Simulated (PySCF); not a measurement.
# Bonding in `C/C=C/CC#N`

C5H7N.
Numbering: `[CH3:1]/[CH:2]=[CH:3]/[CH2:4][C:5]#[N:6]` (hydrogens: H7, H8, H9 on C1; H10 on C2; H11 on C3; H12, H13 on C4)

Geometry (GFN2-xTB, Å), atoms numbered from 1 in this order:
```xyz
13
C5H7N angstrom
C     -2.2042   -0.0487   -0.0466
C     -0.7799   -0.2908   -0.4134
C      0.2435   -0.0754    0.3949
C      1.6803   -0.3234    0.0261
C      2.4159    0.9177    0.0629
N      2.9790    1.9116    0.1019
H     -2.7741   -0.9745   -0.1224
H     -2.6508    0.6706   -0.7324
H     -2.2862    0.3344    0.9674
H     -0.6146   -0.6754   -1.4125
H      0.0849    0.3156    1.3911
H      2.1430   -1.0109    0.7428
H      1.7588   -0.7502   -0.9776
```

Bond orders from the PBE0/pcSseg-1 density (PySCF). Isolated species at its GFN2-xTB geometry (one conformer only).

(1) How far do the computed orders between heavy atoms stray from the drawn ones?

(2) Set the Mayer orders of the bonds beside their lengths.

Results:

(1) The largest departure is 0.108, at C2–C3 (drawn double, 1.892).

(2) 
```tsv
bond	drawn as	length (Å)	Mayer order
C1–C2	single	1.491	1.067
C2–C3	double	1.322	1.892
C3–C4	single	1.504	1.028
C4–C5	single	1.443	0.995
C5–N6	triple	1.143	3.062
C1–H7	single	1.090	0.950
C1–H8	single	1.090	0.950
C1–H9	single	1.087	0.968
C2–H10	single	1.083	0.958
C3–H11	single	1.082	0.950
C4–H12	single	1.096	0.919
C4–H13	single	1.093	0.929
```

By pair of heavy elements: C–C: lowest C4–C5 (0.995, 1.443 Å), highest C2–C3 (1.892, 1.322 Å); in 2 of the 6 pairs the longer bond (by over 0.003 Å) has the higher order (by 0.02 or more).

Problem. Sum the orders of all bonds at each heavy atom with more than one neighbour and set the sums beside the valence in the SMILES.

Solution. C1 3.935 (drawn 4), C2 3.917 (drawn 4), C3 3.870 (drawn 4), C4 3.871 (drawn 4), C5 4.057 (drawn 4). Orders between atoms that aren't bonded are not in these sums.

Mayer orders depend on the basis set.
